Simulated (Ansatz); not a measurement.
Abridged output of a molecular run in Ansatz:

```
Functional definition: HF
1741 factors; integrals over basis functions are off by at most 1.0e-3 eV
mean field evaluation 1: about -9981.9021 eV, gradient 4.6e1 eV
mean field evaluation 2: about -9982.2271 eV, gradient 4.6e1 eV
mean field evaluation 4: about -9986.5017 eV, gradient 4.5e0 eV
mean field evaluation 8: about -9986.5673 eV, gradient 2.6e-1 eV
mean field -9986.56756873 eV, -366.9995890123 hartree, gradient 1.5e-6 eV, S^2 0.000000; 0 other end points of the search recorded, 0 dependent functions left out
6 core orbitals not correlated: weight in the atoms' cores, before any rotation towards them, 1.000 or more for the frozen orbitals, at most 0.000 for the correlated occupied ones
reference -9986.56756873 eV, -366.9995890123 hartree; 19, 19 occupied and 259, 259 virtual orbitals, 1741 factors
second order -33.69505503 eV of doubles, -0.00000000 eV of singles
cycle   1  -33.72601608 eV  change   -3.1e-2 eV  update   1.1e-1
cycle   2  -34.46437531 eV  change   -7.4e-1 eV  update   3.2e-2
cycle   3  -34.62718499 eV  change   -1.6e-1 eV  update   1.6e-2
cycle   4  -34.61086613 eV  change    1.6e-2 eV  update   3.3e-3
cycle   5  -34.61012657 eV  change    7.4e-4 eV  update   1.6e-3
cycle   6  -34.61133105 eV  change   -1.2e-3 eV  update   4.8e-4
cycle   7  -34.61105692 eV  change    2.7e-4 eV  update   1.8e-4
cycle   8  -34.61094119 eV  change    1.2e-4 eV  update   5.2e-5
cycle   9  -34.61095164 eV  change   -1.0e-5 eV  update   1.8e-5
perturbative correction -1.25206578 eV, -0.0460125686 hartree
Total energy: -10022.43058615 eV, -368.3175305935 hartree
```

Its atoms:

Cartesian coordinates in Å:
```
C -1.645 0.755 0.732
C -0.262 0.181 0.664
F -0.063 -0.657 1.755
O -0.133 -0.556 -0.497
C 1.191 -0.926 -0.806
O 1.959 0.149 -1.244
H -1.799 1.453 -0.091
H -2.377 -0.050 0.658
H -1.784 1.282 1.677
H 0.522 0.945 0.729
H 1.696 -1.327 0.075
H 1.092 -1.704 -1.569
H 1.603 0.454 -2.083
```

(1) Which basis set was used?
A. def2-SVPD
B. def2-QZVPP
C. def2-TZVPP
D. def2-SVP

(2) Write the keys of the input that set method, charge and spin (a neutral closed shell needs none for the last two).

## Answers

(1) C. It gives 284 functions.

(2) 
```yaml
correlation: {method: ccsd_t}
```
